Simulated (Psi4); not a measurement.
Reaction (SMILES): ClCCl → Cl[CH-]Cl + H+
B3LYP-D3(BJ)/def2-TZVP geometries, fixed; electronic energies without zero-point terms.

Effect of the grid (radial, spherical points) at wB97X-V/cc-pV(T+d)Z with Psi4, against the last row, where the deprotonation energy is 390.79 kcal/mol.

| setting | grid points, largest species | largest shift of a total energy (mEh) | shift of the deprotonation energy (kcal/mol) |
|---|---|---|---|
| grid: 35, 110 | 18432 | 3.184 | 0.132 |
| grid: 50, 194 | 46414 | -0.112 | -0.005 |
| grid: 75, 302 | 106268 | 0.005 | 0.002 |
| grid: 99, 590 | 273483 | 0.000 | 0.000 |
| grid: 150, 974 | 681873 | 0.000 | 0.000 |

Within 0.02 kcal/mol in the deprotonation energy: grid: 50, 194; grid: 75, 302; grid: 99, 590. The largest shift is 3.184 mEh in a total energy and 0.132 kcal/mol in the difference.
